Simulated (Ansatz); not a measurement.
**An input for BH3O2 (SMILES OBO)**

The species is BH3O2 (6 atoms), meant as a singlet with charge 0. SMILES: `OBO`. The coordinates come from a PBE0-D4/def2-TZVP relaxation. This is one conformer, not always the lowest.

```jsonl
{"atom": "O", "x (Å)": "-1.1762", "y (Å)": "-0.5245", "z (Å)": "-0.2518"}
{"atom": "B", "x (Å)": "0.0495", "y (Å)": "0.0281", "z (Å)": "-0.0729"}
{"atom": "O", "x (Å)": "0.5806", "y (Å)": "-0.0538", "z (Å)": "1.1725"}
{"atom": "H", "x (Å)": "-1.4947", "y (Å)": "-0.4335", "z (Å)": "-1.1506"}
{"atom": "H", "x (Å)": "0.6378", "y (Å)": "0.5656", "z (Å)": "-0.9761"}
{"atom": "H", "x (Å)": "1.4452", "y (Å)": "0.3541", "z (Å)": "1.2328"}
```

Settings wanted:

| Setting | Value |
| --- | --- |
| basis set | def2-TZVP |
| task | energy |
| method | CCSD |
| dispersion | none |
| reference | RHF |
| accuracy | high |
| frozen core orbitals | 3 |

**Question.** Write the Ansatz 0.2.0 input and the command.

**Answer.** One that was run (others would do as well):

job.yaml:
```yaml
crystal:
  periodic: [false, false, false]
  atoms:
    - {symbol: O, position_ang: [-1.176200, -0.524500, -0.251800]}
    - {symbol: B, position_ang: [0.049500, 0.028100, -0.072900]}
    - {symbol: O, position_ang: [0.580600, -0.053800, 1.172500]}
    - {symbol: H, position_ang: [-1.494700, -0.433500, -1.150600]}
    - {symbol: H, position_ang: [0.637800, 0.565600, -0.976100]}
    - {symbol: H, position_ang: [1.445200, 0.354100, 1.232800]}
basis:
  gaussian:
    orbitals: def2-TZVP
correlation:
  method: ccsd
  frozen_orbitals: {B: 1, H: 0, O: 1}
accuracy: high
scf:
  omitted_lower_state_checks: [cluster_reference, increment]
```

```bash
$ ansatz run job.yaml --threads 1 --pin off --max-ram 3480MiB --events-out events.jsonl --progress --plain --runs-dir runs
```

Calculated total energy: -176.92848 Eh.
